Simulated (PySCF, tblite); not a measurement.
Potential energy curve for OH, doublet.

- GFN2-xTB, 300 K electronic temperature (tblite)
- UCCSD(T) = CCSD(T) on UHF/cc-pVDZ, 1 core orbital frozen (PySCF 2.14.0)

Energies relative to the lowest point of each curve near equilibrium, in kJ/mol; the last columns give the difference from UCCSD(T):

```csv
R / Å,GFN2-xTB,UCCSD(T),GFN2-xTB − UCCSD(T)
0.79,106.8,133.7,-26.9
0.83,55.7,74.6,-19.0
0.88,18.7,28.9,-10.3
0.92,4.4,9.2,-4.8
0.94,1.2,3.8,-2.6
0.97,0.0,0.0,0.0
1.01,4.1,1.8,2.3
1.03,8.0,5.0,3.0
1.08,22.0,18.3,3.6
1.12,36.3,33.0,3.3
1.22,79.8,79.0,0.9
1.32,129.1,130.3,-1.3
1.45,195.6,195.6,0.0
1.61,274.7,264.3,10.4
1.74,333.6,308.4,25.2
1.95,415.3,356.6,58.7
2.14,474.5,378.2,96.3
2.41,536.9,389.1,147.8
2.66,576.3,391.9,184.4
2.90,601.7,392.9,208.8
3.40,—,393.6,—
3.89,—,393.8,—
```

GFN2-xTB is furthest from UCCSD(T) at 2.90 (208.8 kJ/mol, above); its mean absolute difference over the points is 40.5 kJ/mol.

A dash means that the run gave no value there, or that the column was ended at a point which the program doubted or which failed a test of continuity chosen for this set; such a test can also cut sound points.

The unrestricted determinant behind UCCSD(T) is spin-contaminated at 1.32 to 3.89 Å (<S²> up to 1.8, against 0.75 for a pure doublet).
